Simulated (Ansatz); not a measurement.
# AlNa (triplet): the correlation ladder, aug-cc-pVDZ

How much of the correlation energy of AlNa (triplet) does each wave-function method recover here?

Program: Ansatz 0.2.0, Gaussian basis. Level of theory: aug-cc-pVDZ, core rule «outside noble gas», up to 10 orbitals frozen. These are calculated values, not measurements.

Plan: UHF; CCSD(T) on ROHF; CCSD(T) on UHF; BCCD(T) on ROHF; CISD; CCSDT(Q) on ROHF; CCSDT(Q) on UHF; Full CI.

26 further runs of the same task are left out: 10 for a known fault of the program, 7 that didn't finish, 9 set aside as unsound or not needed.

## Step 1: What is computed

The geometry is a PBE0/def2-TZVPD stationary point (not a proven minimum) of the parent state, kept for this charge and spin.

2 atoms, charge 0, spin multiplicity 3.

Atoms are counted from 1 here; the program's logs count them from 0.

No contacts short enough for the rule that draws bonds.

## Step 2: UHF

in.yaml

```yaml
crystal:
  periodic: [false, false, false]
  atoms:
    - {symbol: Al, position_ang: [0.000000, 0.000000, 0.000000]}
    - {symbol: Na, position_ang: [0.000000, 0.000000, 3.173300]}
basis:
  gaussian: {orbitals: aug-cc-pVDZ}
magnetization: {spin_polarized: true, initial_magnetization: 2}
hamiltonian: {xc: hf}
output: {orbitals: {seedname: orbitals}}
```

Run with:

```bash
$ ansatz run in.yaml --threads 1 --pin off --events-out ev --progress --plain --max-ram 2393MiB
```

After this run come: CCSD(T) on ROHF; CCSD(T) on UHF; BCCD(T) on ROHF; CISD; CCSDT(Q) on ROHF; CCSDT(Q) on UHF; Full CI.

**Question.** What will the summary of the whole plan be? Wanted: FCI below the RHF energy; RMP2 from FCI; UMP2 from FCI; RCCSD from FCI; RCCSD(T) from FCI; UCCSD(T) from FCI; RCCSDT(Q) from FCI; UCCSDT(Q) from FCI; T1 diagnostic.

**Answer**, as computed:

```
                         quantity                                                              value
         FCI below the RHF energy                                                         -1.7559 eV
                    RMP2 from FCI                                                    +12.80 kcal/mol
                    UMP2 from FCI                                                    +13.09 kcal/mol
                   RCCSD from FCI                                                     +1.85 kcal/mol
                RCCSD(T) from FCI                                                     +0.58 kcal/mol
                UCCSD(T) from FCI                                                     +0.58 kcal/mol
               RCCSDT(Q) from FCI                                                     +0.02 kcal/mol
               UCCSDT(Q) from FCI                                                     +0.01 kcal/mol
levels within 1 kcal/mol (43 meV)  RCCSD(T), UCCSD(T), BCCD(T), RCCSDT, UCCSDT, RCCSDT(Q), UCCSDT(Q)
                    T1 diagnostic                                                              0.035
   effectively unpaired electrons                                                               2.06
```

RCCSD(T) misses by +0.58 kcal/mol, 1.4 % of the correlation energy. One determinant dominates. These misses are within one basis, not against nature; the frozen cores of restricted and unrestricted runs differ, which can shift their rows.
